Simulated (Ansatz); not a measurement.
Reaction (SMILES): OCl (OH-Cl) → [OH] (OH) + Cl atom
B3LYP-D3(BJ)/def2-TZVP geometries, fixed; electronic energies without zero-point terms.

The bond dissociation energy at MP2 with Ansatz (an electronic-structure program), in kcal/mol, split into its Hartree-Fock and correlation parts. Cores are frozen. Open shells are unrestricted. No added dispersion term, no relativity. Functions are those of the species that has most.

```
basis        X  functions  Hartree-Fock    MP2
-----------  -  ---------  ------------  -----
cc-pV(D+d)Z  2         42          6.52  50.52
cc-pV(T+d)Z  3         83         10.08  60.68
cc-pV(Q+d)Z  4        149         10.18  63.47
cc-pV(5+d)Z  5        246         10.21  64.64
```

Worked estimate of the basis-set limit from each neighbouring pair, with Hartree-Fock from the larger set and the correlation part extrapolated as X^-3.
Correlation parts: X = 2: 44.00, X = 3: 50.60, X = 4: 53.29, X = 5: 54.43.
- (2,3): (27·(50.60) - 8·(44.00))/19 = 53.38; with Hartree-Fock 10.08 the estimate is 63.46 kcal/mol.
- (3,4): (64·(53.29) - 27·(50.60))/37 = 55.25; with Hartree-Fock 10.18 the estimate is 65.43 kcal/mol.
- (4,5): (125·(54.43) - 64·(53.29))/61 = 55.63; with Hartree-Fock 10.21 the estimate is 65.84 kcal/mol.
The last two estimates differ by 0.40 kcal/mol; the largest set lies 1.20 from the last. Over the last step Hartree-Fock moves by 0.03 and the correlation part by 1.14.
